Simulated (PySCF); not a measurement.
**PH (SMILES [PH]) at USVWN5/cc-pVTZ**

What is the energy change on altering one bond length of PH at USVWN5/cc-pVTZ? Input form: a Python script.

The results are computed with PySCF 2.14.0.

4 further runs of the same task are left out: 4 set aside as unsound or not needed.

## (1) The molecule

The species is PH (2 atoms), meant as a triplet with charge 0. SMILES: `[PH]`. The coordinates come from a PBE0-D4/def2-TZVP relaxation.

Bond lengths: P1–H2 1.428 Å.

## (2) The energy at USVWN5/cc-pVTZ

Input file job.py:

```python
# HP
from pyscf import gto, dft

system = gto.M(
    atom=[
    ('P', (-0.000000, -0.000000, -0.014610)),
    ('H', (0.000000, 0.000000, 1.413680)),
],
    max_memory=1860,
    verbose=4,
    spin=2,
    basis='cc-pvtz',
)

calc0 = dft.UKS(system, xc='svwn')
calc0.grids.level = 5
calc0.conv_tol = 1e-10
calc0.kernel()
if not calc0.converged:
    calc0 = calc0.newton().run(calc0.mo_coeff, calc0.mo_occ)

e_tot = calc0.e_tot
print('E(%s) = %.9f' % ('SVWN5', e_tot))
```

On the command line:

```console
$ OMP_NUM_THREADS=1 python job.py
```

What it wrote:

```text
PySCF version 2.14.0

[INPUT] num. atoms = 2
[INPUT] num. electrons = 16
[INPUT] charge = 0
[INPUT] spin (= nelec alpha-beta = 2S) = 2
[INPUT] symmetry False subgroup None
[INPUT] Mole.unit = angstrom
[INPUT] Symbol           X                Y                Z      unit          X                Y                Z       unit  Magmom
[INPUT]  1 P      0.000000000000   0.000000000000  -0.014610000000 AA    0.000000000000   0.000000000000  -0.027608898680 Bohr   0.0
[INPUT]  2 H      0.000000000000   0.000000000000   1.413680000000 AA    0.000000000000   0.000000000000   2.671468027775 Bohr   0.0

nuclear repulsion = 5.55745553340008
number of shells = 15
number of NR pGTOs = 75
number of NR cGTOs = 48
basis = cc-pvtz
ecp = {}

[... 36 lines left out ...]
WARN: HOMO -0.204524620436038 >= LUMO -0.204524620436045
[... 34 lines left out ...]
converged SCF energy = -340.605390620565  <S^2> = 2.0032993  2S+1 = 3.0021987
E(SVWN5) = -340.605390621
```

It took 1.9 s on 1 thread of Arm Neoverse V2, shared host; peak memory 0.17 GiB.

## (3) The distorted shape at the same level

Input file job.py:

```python
from pyscf import gto, dft

mol = gto.M(
    atom='''
P    0.000000   0.000000  -0.228820
H    0.000000   0.000000   1.413680
''',
    spin=2,
    max_memory=1860,
    basis='cc-pvtz',
    verbose=3,
    charge=0,
)

calc0 = dft.UKS(mol, xc='svwn')
calc0.conv_tol = 1e-10
calc0.grids.level = 5
calc0.kernel()
if not calc0.converged:
    calc0 = calc0.newton().run(calc0.mo_coeff, calc0.mo_occ)

e_tot = calc0.e_tot
print('E = %.10f Eh' % e_tot)
```

On the command line:

```console
$ OMP_NUM_THREADS=1 python job.py
```

What it wrote:

```text
WARN: HOMO -0.200503140795668 >= LUMO -0.200503140795676

converged SCF energy = -340.595641502353  <S^2> = 2.0047015  2S+1 = 3.0031327
E = -340.5956415024 Eh
```

Run time: 2 s. Hardware: 1 thread of Arm Neoverse V2, shared host; peak memory 0.17 GiB.

## (4) What came out

Level: USVWN5/cc-pVTZ.

| quantity | value |
| --- | --- |
| first shape: total energy | -340.60539 Eh |
| first shape: dipole moment | 0.52 D |
| first shape: HOMO energy (highest over α and β) | -6.11 eV |
| first shape: LUMO energy (lowest over α and β) | -4.35 eV |
| first shape: ⟨S²⟩ | 2.003 |
| distorted shape: total energy | -340.59564 Eh |
| distorted shape: dipole moment | 0.26 D |
| distorted shape: HOMO energy (highest over α and β) | -6.14 eV |
| distorted shape: LUMO energy (lowest over α and β) | -4.36 eV |
| distorted shape: ⟨S²⟩ | 2.005 |
| energy change with the P1–H2 bond stretched from 1.428 to 1.643 Å | 0.265 eV |

In words: With the P1–H2 bond stretched from 1.428 to 1.643 Å the energy rises by 0.27 eV (6.1 kcal/mol). The first shape isn't relaxed at this level, so the change isn't measured from a minimum.
